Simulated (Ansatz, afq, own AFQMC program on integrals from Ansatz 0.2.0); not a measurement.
Integrals from Ansatz 0.2.0, then the random walk in our own AFQMC program (afq).

```yaml
crystal:
  periodic: [false, false, false]
  atoms:
    - {symbol: Si, position_ang: [0.025157, -0.096377, 0.597723]}
    - {symbol: O, position_ang: [-0.094714, 0.094069, -1.040960]}
    - {symbol: H, position_ang: [0.079727, 1.161161, 1.408550]}
    - {symbol: H, position_ang: [0.722716, 0.031127, -1.540129]}
basis:
  gaussian: {orbitals: cc-pVDZ}
magnetization: {spin_polarized: true, initial_magnetization: 2}
correlation: {method: ccsd_t, electrons: outside_noble_gas, hamiltonian_folder: ham}
```

```sh
$ ansatz run in.yaml --threads 1 --pin off --events-out ev --progress --plain --max-ram 1382MiB
```

afq runs on the folder ham with

```
--method phaseless --trial hf --walkers 120 --populations 1 --least-time 40 --time-step 0.005 --steps-per-block 20 --equilibration-blocks 112 --max-blocks 600 --target-error 0.00126 --factor-cut 1e-05 --start spin_pure --seed 2306 --taylor-order 6
```

Times are imaginary, in 1/Eh. The walk had a cap of 1252 s.

Log:

```
orbitals 36  electrons 7 5  factors 271 of 399
reference energy -364.90745417 Eh
CCSD correlation -0.27376144 Eh in 12 cycles, weight of the determinant in the CISD state 0.8994
energy of the start -364.907552 Eh
 block  time / (1/Eh)  mean weight  energy / Eh
     1     0.100  1.0024  -364.992310
     2     0.200  1.0032  -365.039388
     3     0.300  1.0040  -365.085952
     4     0.400  1.0022  -365.127063
     5     0.500  1.0031  -365.141417
     7     0.700  1.0014  -365.173556
     9     0.900  1.0010  -365.200029
    18     1.800  1.0015  -365.161865
    52     5.200  1.0014  -365.175411
    86     8.600  1.0006  -365.187692
   120    12.000  1.0019  -365.210627
   137    13.700  0.9997  -365.142167
   154    15.400  0.9996  -365.220721
   188    18.800  0.9984  -365.214455
   222    22.200  0.9989  -365.165894
   256    25.600  0.9983  -365.195225
   290    29.000  1.0001  -365.168640
   324    32.400  0.9994  -365.148724
   358    35.800  1.0019  -365.184609
   392    39.200  1.0011  -365.172664
   426    42.600  1.0002  -365.181943
   460    46.000  0.9984  -365.188773
   494    49.400  0.9994  -365.190118
   528    52.800  0.9970  -365.227989
   562    56.200  1.0023  -365.199431
   596    59.600  1.0012  -365.160511
   630    63.000  1.0012  -365.232864
   664    66.400  1.0012  -365.158077
   698    69.800  0.9989  -365.163787
blocks merged  error / Eh  count
     1  0.001066  600
     2  0.001411  300
     4  0.001765  150
     8  0.002152  75
    16  0.002396  37
    32  0.002369  18
    64  0.002344  9
energy -365.192043 +/- 0.002396 Eh
(rows thinned)
```

The run passed its tests (sampling time, drift between the halves within three errors, error under three times the target), which doesn't prove that it has relaxed. The second half of the sampling lies below the first by 2.1 errors of their difference, so the energy may still be moving and its error bar be too small.

Against this walk (error 65.2 meV) on the same determinant: CCSD(T) 126.4 meV higher (within the noise), CCSDT(Q) 88.2 meV higher (within the noise), a separate phaseless walk with a CISD trial and standard settings 109.8 ± 66.5 meV higher (within the noise). The error is statistical and leaves out the bias of the constraint.

Cautions: constraint bias not in the error; error above the target (65.2 against 34.3 meV); lower spins were not checked.

The walk took 4 min on 1 thread of Arm Neoverse V2 (shared host). The log's last line is the phaseless energy.

CCSDT and higher add their correlation energy to the determinant of the CCSD(T) run, since their own runs factorise the integrals more tightly (a shift of under 2 meV).
